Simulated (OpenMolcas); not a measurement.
**CH6Al− ([AlMeH3]-) at 4 levels**

Wanted: a comparison of 4 runs (HF/STO-3G, PBE0/def2-SVP, TPSSh/def2-TZVP, MP2/3-21G) of CH6Al− ([AlMeH3]-). 

The results are computed with OpenMolcas 26.06.

1 further run of the same task is left out (set aside as unsound or not needed).

### Step 1. The system as given

The species is CH6Al− (8 atoms), meant as a singlet with charge -1. As SMILES, `[H][Al-]([H])([H])[CH3]`. The shape comes from GFN2-xTB, which is rough for such elements, and wasn't checked as a minimum.

Bond lengths: Al1–C2 2.049 Å, C2–H3 1.100 Å, C2–H4 1.101 Å, C2–H5 1.101 Å, Al1–H6 1.625 Å, Al1–H7 1.624 Å, Al1–H8 1.626 Å. Some angles: Al1–C2–H3 113.7°, Al1–C2–H4 113.4°, Al1–C2–H5 113.6°, C2–Al1–H6 109.4°, C2–Al1–H7 109.4°, C2–Al1–H8 109.5°, H3–C2–H4 105.1°, H3–C2–H5 105.1°, H4–C2–H5 105.0°, H6–Al1–H7 109.5°.

### Step 2. Energy and gradient at HF/STO-3G (run 1)

mol.inp

```
&GATEWAY
BasLib=$CurrDir
Coord
8
angstrom
Al      -0.002930       0.003230      -0.986600
C        0.001260      -0.004150       1.062630
H       -1.002810       0.060270       1.507470
H        0.563690       0.833970       1.501810
H        0.450090      -0.909220       1.499150
H        1.528860      -0.014950      -1.530090
H       -0.750450       1.341990      -1.520820
H       -0.787700      -1.311140      -1.533550
Basis=STO-3G
Group=NoSym
&SEWARD
&SCF
Charge=-1
Thresholds=1e-10 1e-07 1e-07 1e-05
PrOrbitals=1 1
&ALASKA
```

The basis set STO-3G is read from a file made from the Basis Set Exchange's data (not shown).

The run is started by

```console
export MOLCAS_MEM=1860
pymolcas mol.inp > mol.log
```

What it wrote:

```text
--- Start Module: gateway ---
[...]
--- Stop Module: gateway /rc=_RC_ALL_IS_WELL_ ---
[...]
      Basis functions           20
[...]
--- Start Module: scf ---
[...]
       Convergence after  12 Iterations
[...]
::    Total SCF energy                               -279.7584537630
[...]
      Total spin, S                                     0.0000000000
[...]
      Total electronic charge=   26.000000
      Total            charge=   -1.000000
[...]
      Dipole Moment (debye):
      Origin of the operator (angstrom)=   -0.0014    0.0009   -0.3097
                   X= -7.7925E-04               Y= -6.7736E-03               Z=  2.2189E+00           Total=  2.2189E+00
      Center of Charge (angstrom)
[...]
--- Stop Module: scf /rc=_RC_ALL_IS_WELL_ ---
--- Start Module: alaska ---
[...]
 *              Molecular gradients               *
 **************************************************
  Irreducible representation: a
 ------------------------------------------------------------------------------------------
                              X                       Y                       Z
 ------------------------------------------------------------------------------------------
  AL1              -2.12207584423991E-04    2.86633425887218E-04    1.47111102302731E-02
  C2               -6.08114021859476E-04   -2.00642300028028E-04    1.82457629973580E-02
  H3               -8.24799775488438E-03    5.25237987293231E-04    5.22545661615270E-03
  H4                5.03510104914962E-03    7.26883853413440E-03    5.18637812380329E-03
  H5                3.82509782339158E-03   -7.72814657172205E-03    5.24746465294679E-03
  H6                4.12700054129083E-02   -4.16410607614791E-04   -1.62881480138419E-02
  H7               -1.99274679288888E-02    3.57180057170980E-02   -1.58899949992626E-02
  H8               -2.11344169953838E-02   -3.54535161850600E-02   -1.64380296074265E-02
[...]
--- Stop Module: alaska /rc=_RC_ALL_IS_WELL_ ---
[...]
```

Wall time 1.5 s (1 thread of Arm Neoverse V2, shared host); peak memory 0.37 GiB.

### Step 3. Energy and forces at PBE0/def2-SVP (run 2)

job.input

```
&GATEWAY
BasLib=$CurrDir
Coord
8
angstrom
Al      -0.002930       0.003230      -0.986600
C        0.001260      -0.004150       1.062630
H       -1.002810       0.060270       1.507470
H        0.563690       0.833970       1.501810
H        0.450090      -0.909220       1.499150
H        1.528860      -0.014950      -1.530090
H       -0.750450       1.341990      -1.520820
H       -0.787700      -1.311140      -1.533550
Basis=def2-SVP
Group=NoSym
&SEWARD
GridInput
Grid=UltraFine
End of Grid
&SCF
Charge=-1
KSDFT=PBE0
Thresholds=1e-10 1e-07 1e-07 1e-05
PrOrbitals=1 2
&ALASKA
```

The basis set def2-SVP is read from a file made from the Basis Set Exchange's data (not shown).

The run is started by

```console
export MOLCAS_MEM=1860
pymolcas job.input > job.log
```

What it wrote:

```text
--- Start Module: gateway ---
[...]
--- Stop Module: gateway /rc=_RC_ALL_IS_WELL_ ---
[...]
      Basis functions           62
[...]
--- Start Module: scf ---
[...]
       Convergence after  15 Iterations
[...]
::    Total KS-DFT energy                            -283.8812978750
[...]
      Total spin, S                                     0.0000000000
[...]
      Total electronic charge=   26.000000
      Total            charge=   -1.000000
[...]
      Dipole Moment (debye):
      Origin of the operator (angstrom)=   -0.0014    0.0009   -0.3097
                   X=  2.6355E-03               Y= -8.0944E-03               Z=  3.0358E+00           Total=  3.0359E+00
      Center of Charge (angstrom)
[...]
--- Stop Module: scf /rc=_RC_ALL_IS_WELL_ ---
[...]
--- Start Module: alaska ---
[...]
 *              Molecular gradients               *
 **************************************************
  Irreducible representation: a
 ------------------------------------------------------------------------------------------
                              X                       Y                       Z
 ------------------------------------------------------------------------------------------
  AL1              -1.40488038731861E-04    3.43373529623166E-04   -9.90703056538855E-03
  C2               -4.01985000376982E-04   -7.94070865953837E-05    1.81985145951025E-03
  H3                5.77085702688551E-03   -3.39193953595246E-04    3.96343015806710E-04
  H4               -2.89506509432691E-03   -4.53252049189024E-03    4.84234027005925E-04
  H5               -2.50549492752139E-03    4.93609837596054E-03    5.22826176443170E-04
  H6               -5.73967496927796E-03    1.32173866167748E-04    2.19888833241999E-03
  H7                2.95070230530525E-03   -5.33232493904112E-03    2.29862733769282E-03
  H8                2.96114869805542E-03    4.87180069937132E-03    2.18626021652146E-03
[...]
--- Stop Module: alaska /rc=_RC_ALL_IS_WELL_ ---
[...]
```

Run time: 18 s. Hardware: 1 thread of Arm Neoverse V2, shared host; peak memory 0.4 GiB.

Run 3 isn't shown in full; the table further down has it.

### Step 4. The energy at MP2/3-21G (run 4)

input.xyz

```xyz
8

Al    -0.002930     0.003230    -0.986600
C      0.001260    -0.004150     1.062630
H     -1.002810     0.060270     1.507470
H      0.563690     0.833970     1.501810
H      0.450090    -0.909220     1.499150
H      1.528860    -0.014950    -1.530090
H     -0.750450     1.341990    -1.520820
H     -0.787700    -1.311140    -1.533550
```

run.input

```
&gateway
 baslib=$CurrDir
 coord=input.xyz
 basis=3-21G
 group=NoSym

&seward

&scf
 charge=-1
 thresholds=1e-10 1e-07 1e-07 1e-05
 prorbitals=0

&mbpt2
 frozen=6
```

The basis set 3-21G is read from a file made from the Basis Set Exchange's data (not shown).

The run is started by

```console
export MOLCAS_MEM=1860
pymolcas run.input > run.log
```

What it wrote:

```text
--- Start Module: gateway ---
[...]
--- Stop Module: gateway /rc=_RC_ALL_IS_WELL_ ---
[...]
      Basis functions           34
[...]
--- Start Module: scf ---
[...]
       Convergence after  14 Iterations
[...]
::    Total SCF energy                               -281.7106636276
[...]
      Total spin, S                                     0.0000000000
[...]
      Total electronic charge=   26.000000
      Total            charge=   -1.000000
[...]
      Dipole Moment (debye):
      Origin of the operator (angstrom)=   -0.0014    0.0009   -0.3097
                   X=  2.1409E-03               Y= -8.4533E-03               Z=  3.0241E+00           Total=  3.0241E+00
      Center of Charge (angstrom)
[...]
--- Stop Module: scf /rc=_RC_ALL_IS_WELL_ ---
--- Start Module: mbpt2 ---
[...]
WARNING!
Default frozen orbitals as non valence orbitals is overwritten by user input.
Default values:   3
[...]
       Reference weight ( Cref**2 )         =        0.94253
::    Total MBPT2 energy                             -281.8524388027
[...]
      Total MBPT2 calculations                           0.03      0.04
--- Stop Module: mbpt2 /rc=_RC_ALL_IS_WELL_ ---
[...]
```

Wall time 1.5 s (1 thread of Arm Neoverse V2, shared host); peak memory 0.37 GiB.

### Step 5. All runs side by side

```csv
run,level,integration grid,task,energy (Eh),HOMO energy (eV),LUMO energy (eV),HOMO–LUMO gap (eV),wall time
1,HF/STO-3G,–,gradient,-279.758454,-1.68,21.35,23.04,1.5 s
2,PBE0/def2-SVP,UltraFine,gradient,-283.881298,-2.04,6.09,8.13,18 s
3,TPSSh/def2-TZVP,UltraFine,gradient,-284.218161,-1.62,4.99,6.61,63 s
4,MP2/3-21G,–,energy,-281.852439,-5.00,9.17,14.17,1.5 s
```

### Step 6. Outcome

| quantity | value |
| --- | --- |
| run 4: total energy | -281.85244 Eh |
| run 4: HOMO energy (Hartree–Fock orbitals) | -5.00 eV |
| run 4: LUMO energy (Hartree–Fock orbitals) | 9.17 eV |
| run 4: HOMO–LUMO gap (to an unbound level, set by the basis) | 14.17 eV |
| run 4: correlation energy (6 core orbitals frozen) | -141.8 mEh |

In words: Over runs 1, 2, 3 the HOMO–LUMO gap runs from 6.61 eV (TPSSh/def2-TZVP) to 23.04 eV (HF/STO-3G). The two ends differ in method and basis. The empty levels of an anion lie above zero and hang on the basis. Totals of different functionals can't be ranked against each other. In run 1 the basis is minimal, so the values are rough. All runs together took 84 s, the longest 63 s.
